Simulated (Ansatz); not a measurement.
**Molecular dynamics of AlFH$_{2}$O**

Input:

```yaml
crystal:
  periodic: [false, false, false]
  atoms:
    - { symbol: Al, position_ang: [0.026985, -0.075036, 0.088436] }
    - { symbol: H, position_ang: [-0.115643, 0.235891, 1.628141] }
    - { symbol: O, position_ang: [1.572872, -0.42419, -0.544908] }
    - { symbol: H, position_ang: [1.753121, -0.627206, -1.476106] }
    - { symbol: F, position_ang: [-1.317935, -0.06136, -0.915463] }
basis:
  gaussian: { orbitals: def2-SVP }
hamiltonian:
  xc: pbe
md:
  timestep: 0.5
  n_steps: 250
  ensemble: nve
  temperature: 700.0
  initial_velocities: maxwell_boltzmann
  seed: 599474
```

Launched with:

```bash
$ ansatz run input.yaml --threads 1 --pin off --max-ram 2048MiB --backend cpu --events-out ev --progress --plain --runs-dir out
```

It starts from a relaxed structure.

Output, in part (one step line in 5, the closing report, with atoms numbered from 0):

```
md step     0: t =     0.00 fs  T =   700.0 K  F+E_penalty+E_count = -11382.10455526 eV  E_kin = 0.271446 eV  conserved = -11381.83310926 eV  (24 SCF iters)
md step     5: t =     2.50 fs  T =   492.0 K  F+E_penalty+E_count = -11382.02324046 eV  E_kin = 0.190771 eV  conserved = -11381.83246934 eV  (27 SCF iters)
md step    10: t =     5.00 fs  T =   315.1 K  F+E_penalty+E_count = -11381.95456125 eV  E_kin = 0.122180 eV  conserved = -11381.83238126 eV  (26 SCF iters)
md step    15: t =     7.50 fs  T =   294.2 K  F+E_penalty+E_count = -11381.94686175 eV  E_kin = 0.114090 eV  conserved = -11381.83277198 eV  (28 SCF iters)
md step    20: t =    10.00 fs  T =   129.7 K  F+E_penalty+E_count = -11381.88266319 eV  E_kin = 0.050298 eV  conserved = -11381.83236510 eV  (27 SCF iters)
md step    25: t =    12.50 fs  T =    84.8 K  F+E_penalty+E_count = -11381.86518861 eV  E_kin = 0.032896 eV  conserved = -11381.83229283 eV  (28 SCF iters)
md step    30: t =    15.00 fs  T =   289.5 K  F+E_penalty+E_count = -11381.94474493 eV  E_kin = 0.112280 eV  conserved = -11381.83246511 eV  (28 SCF iters)
md step    35: t =    17.50 fs  T =   498.1 K  F+E_penalty+E_count = -11382.02610750 eV  E_kin = 0.193135 eV  conserved = -11381.83297243 eV  (25 SCF iters)
md step    40: t =    20.00 fs  T =   425.0 K  F+E_penalty+E_count = -11381.99715114 eV  E_kin = 0.164794 eV  conserved = -11381.83235725 eV  (27 SCF iters)
md step    45: t =    22.50 fs  T =   462.0 K  F+E_penalty+E_count = -11382.01176472 eV  E_kin = 0.179144 eV  conserved = -11381.83262095 eV  (27 SCF iters)
md step    50: t =    25.00 fs  T =   460.5 K  F+E_penalty+E_count = -11382.01145141 eV  E_kin = 0.178558 eV  conserved = -11381.83289302 eV  (27 SCF iters)
md step    55: t =    27.50 fs  T =   206.1 K  F+E_penalty+E_count = -11381.91225228 eV  E_kin = 0.079939 eV  conserved = -11381.83231349 eV  (28 SCF iters)
md step    60: t =    30.00 fs  T =   121.9 K  F+E_penalty+E_count = -11381.87951315 eV  E_kin = 0.047253 eV  conserved = -11381.83225975 eV  (27 SCF iters)
md step    65: t =    32.50 fs  T =   331.4 K  F+E_penalty+E_count = -11381.96104923 eV  E_kin = 0.128505 eV  conserved = -11381.83254441 eV  (28 SCF iters)
md step    70: t =    35.00 fs  T =   512.0 K  F+E_penalty+E_count = -11382.03152282 eV  E_kin = 0.198559 eV  conserved = -11381.83296376 eV  (27 SCF iters)
md step    75: t =    37.50 fs  T =   442.5 K  F+E_penalty+E_count = -11382.00393066 eV  E_kin = 0.171599 eV  conserved = -11381.83233127 eV  (27 SCF iters)
md step    80: t =    40.00 fs  T =   488.7 K  F+E_penalty+E_count = -11382.02226206 eV  E_kin = 0.189490 eV  conserved = -11381.83277234 eV  (27 SCF iters)
md step    85: t =    42.50 fs  T =   397.4 K  F+E_penalty+E_count = -11381.98679927 eV  E_kin = 0.154085 eV  conserved = -11381.83271461 eV  (28 SCF iters)
md step    90: t =    45.00 fs  T =   178.1 K  F+E_penalty+E_count = -11381.90128436 eV  E_kin = 0.069075 eV  conserved = -11381.83220967 eV  (27 SCF iters)
md step    95: t =    47.50 fs  T =   207.0 K  F+E_penalty+E_count = -11381.91266829 eV  E_kin = 0.080270 eV  conserved = -11381.83239820 eV  (27 SCF iters)
md step   100: t =    50.00 fs  T =   396.0 K  F+E_penalty+E_count = -11381.98626746 eV  E_kin = 0.153567 eV  conserved = -11381.83270014 eV  (27 SCF iters)
md step   105: t =    52.50 fs  T =   421.5 K  F+E_penalty+E_count = -11381.99619962 eV  E_kin = 0.163432 eV  conserved = -11381.83276797 eV  (27 SCF iters)
md step   110: t =    55.00 fs  T =   336.8 K  F+E_penalty+E_count = -11381.96283653 eV  E_kin = 0.130597 eV  conserved = -11381.83223952 eV  (27 SCF iters)
md step   115: t =    57.50 fs  T =   446.7 K  F+E_penalty+E_count = -11382.00602848 eV  E_kin = 0.173209 eV  conserved = -11381.83281982 eV  (27 SCF iters)
md step   120: t =    60.00 fs  T =   367.2 K  F+E_penalty+E_count = -11381.97508299 eV  E_kin = 0.142409 eV  conserved = -11381.83267449 eV  (27 SCF iters)
md step   125: t =    62.50 fs  T =   173.1 K  F+E_penalty+E_count = -11381.89934777 eV  E_kin = 0.067122 eV  conserved = -11381.83222577 eV  (25 SCF iters)
md step   130: t =    65.00 fs  T =   207.7 K  F+E_penalty+E_count = -11381.91298386 eV  E_kin = 0.080551 eV  conserved = -11381.83243278 eV  (28 SCF iters)
md step   135: t =    67.50 fs  T =   364.3 K  F+E_penalty+E_count = -11381.97396863 eV  E_kin = 0.141268 eV  conserved = -11381.83270092 eV  (28 SCF iters)
md step   140: t =    70.00 fs  T =   381.3 K  F+E_penalty+E_count = -11381.98045327 eV  E_kin = 0.147854 eV  conserved = -11381.83259906 eV  (27 SCF iters)
md step   145: t =    72.50 fs  T =   425.6 K  F+E_penalty+E_count = -11381.99740371 eV  E_kin = 0.165032 eV  conserved = -11381.83237201 eV  (27 SCF iters)
md step   150: t =    75.00 fs  T =   579.5 K  F+E_penalty+E_count = -11382.05776186 eV  E_kin = 0.224737 eV  conserved = -11381.83302439 eV  (27 SCF iters)
md step   155: t =    77.50 fs  T =   382.6 K  F+E_penalty+E_count = -11381.98103182 eV  E_kin = 0.148384 eV  conserved = -11381.83264787 eV  (27 SCF iters)
md step   160: t =    80.00 fs  T =   111.5 K  F+E_penalty+E_count = -11381.87535328 eV  E_kin = 0.043228 eV  conserved = -11381.83212488 eV  (27 SCF iters)
md step   165: t =    82.50 fs  T =   181.1 K  F+E_penalty+E_count = -11381.90267207 eV  E_kin = 0.070214 eV  conserved = -11381.83245799 eV  (27 SCF iters)
md step   170: t =    85.00 fs  T =   382.7 K  F+E_penalty+E_count = -11381.98121654 eV  E_kin = 0.148409 eV  conserved = -11381.83280707 eV  (27 SCF iters)
md step   175: t =    87.50 fs  T =   406.0 K  F+E_penalty+E_count = -11381.98994809 eV  E_kin = 0.157441 eV  conserved = -11381.83250673 eV  (27 SCF iters)
md step   180: t =    90.00 fs  T =   508.1 K  F+E_penalty+E_count = -11382.02961918 eV  E_kin = 0.197046 eV  conserved = -11381.83257334 eV  (27 SCF iters)
md step   185: t =    92.50 fs  T =   599.9 K  F+E_penalty+E_count = -11382.06556332 eV  E_kin = 0.232618 eV  conserved = -11381.83294523 eV  (27 SCF iters)
md step   190: t =    95.00 fs  T =   364.9 K  F+E_penalty+E_count = -11381.97401889 eV  E_kin = 0.141501 eV  conserved = -11381.83251740 eV  (28 SCF iters)
md step   195: t =    97.50 fs  T =   145.6 K  F+E_penalty+E_count = -11381.88863253 eV  E_kin = 0.056471 eV  conserved = -11381.83216198 eV  (28 SCF iters)
md step   200: t =   100.00 fs  T =   200.2 K  F+E_penalty+E_count = -11381.91019697 eV  E_kin = 0.077618 eV  conserved = -11381.83257854 eV  (28 SCF iters)
md step   205: t =   102.50 fs  T =   252.1 K  F+E_penalty+E_count = -11381.93049243 eV  E_kin = 0.097764 eV  conserved = -11381.83272867 eV  (27 SCF iters)
md step   210: t =   105.00 fs  T =   191.2 K  F+E_penalty+E_count = -11381.90637524 eV  E_kin = 0.074134 eV  conserved = -11381.83224138 eV  (27 SCF iters)
md step   215: t =   107.50 fs  T =   400.7 K  F+E_penalty+E_count = -11381.98797948 eV  E_kin = 0.155389 eV  conserved = -11381.83259066 eV  (27 SCF iters)
md step   220: t =   110.00 fs  T =   606.3 K  F+E_penalty+E_count = -11382.06805144 eV  E_kin = 0.235120 eV  conserved = -11381.83293182 eV  (27 SCF iters)
md step   225: t =   112.50 fs  T =   480.5 K  F+E_penalty+E_count = -11382.01891669 eV  E_kin = 0.186335 eV  conserved = -11381.83258195 eV  (27 SCF iters)
md step   230: t =   115.00 fs  T =   312.2 K  F+E_penalty+E_count = -11381.95339772 eV  E_kin = 0.121069 eV  conserved = -11381.83232880 eV  (26 SCF iters)
md step   235: t =   117.50 fs  T =   288.9 K  F+E_penalty+E_count = -11381.94472239 eV  E_kin = 0.112014 eV  conserved = -11381.83270889 eV  (27 SCF iters)
md step   240: t =   120.00 fs  T =   185.9 K  F+E_penalty+E_count = -11381.90472132 eV  E_kin = 0.072107 eV  conserved = -11381.83261450 eV  (27 SCF iters)
md step   245: t =   122.50 fs  T =   110.4 K  F+E_penalty+E_count = -11381.87491326 eV  E_kin = 0.042797 eV  conserved = -11381.83211644 eV  (27 SCF iters)
md step   250: t =   125.00 fs  T =   428.7 K  F+E_penalty+E_count = -11381.99904623 eV  E_kin = 0.166248 eV  conserved = -11381.83279795 eV  (23 SCF iters)
Total energy: -11381.99908112 eV, -418.2807512353 hartree
Atom 0 at     0.047980    -0.077058     0.080690 Å, force    -1.855130     0.205027    -0.090119 eV/Å
Atom 1 at    -0.091363     0.153648     1.572954 Å, force    -0.114061     0.227880     0.931503 eV/Å
Atom 2 at     1.539202    -0.406384    -0.536964 Å, force     1.535262    -0.309523    -0.364111 eV/Å
Atom 3 at     1.656083    -0.763105    -1.419521 Å, force     0.275385    -0.132371    -0.560929 eV/Å
Atom 4 at    -1.315537    -0.061909    -0.911226 Å, force     0.158544     0.008987     0.083656 eV/Å
Dipole moment:     0.180169    -0.090729    -0.134316 e Å
```

All steps were run. The conserved energy stayed within 0.2 meV per atom of its start (net change 0.062 meV per atom), so the integration is sound. The temperature averaged 0.48 of the 700 K drawn at the start: a run that starts near a minimum puts about half its kinetic energy into the potential. A run of 0.12 ps of so small a system gives no equilibrium averages.

The same pairs are bonded in the first frame and the last. Pairs count as bonded within 1.25 times the sum of covalent radii (0.12 Å more for H–H).

Last frame:

```xyz
5
Properties=species:S:1:pos:R:3
Al 0.048 -0.077 0.081
H -0.091 0.154 1.573
O 1.539 -0.406 -0.537
H 1.656 -0.763 -1.419
F -1.315 -0.062 -0.911
```

Run time: 4.2 min on 1 thread of Arm Neoverse V1, with other jobs on the host, peak memory 0.088 GiB.
